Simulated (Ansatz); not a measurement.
This geometry of BH$_{2}$O (4 atoms, charge 0, multiplicity 2) is a first-order saddle point.

The calculation used UKS BLYP/STO-3G (Ansatz).

```xyz
4
Properties=species:S:1:pos:R:3
B -0.346 -0.081 -0.080
O 0.963 0.025 0.311
H -1.206 -0.806 0.302
H 0.645 0.802 -0.554
```

(1) Which two structures does it join? (They come from a converged band through this point; their orientation in space is the band's.)

(2) How far does it lie above each of them?

## Answers

(1) Bonds broken: B1–H4. Bonds formed: O2–H4.

Initial state:

```xyz
4
Properties=species:S:1:pos:R:3
B -0.011 -0.007 -0.022
O 1.053 -0.351 0.692
H -1.050 -0.570 0.138
H 0.063 0.868 -0.828
```

Final state:

```xyz
4
Properties=species:S:1:pos:R:3
B -0.609 -0.126 -0.125
O 0.708 0.148 0.091
H -1.074 -0.999 0.537
H 1.032 0.917 -0.523
```

(2) 62.4 kcal/mol above the first and 26.3 kcal/mol above the second. This is the barrier of this one path; another mechanism may lie lower. Limits of this set-up: minimal basis.

The run took 47 s on 1 thread of Intel(R) Xeon(R) Processor @ 2.50GHz (Skylake/Cascade Lake) (shared host), peak memory 0.093 GiB.
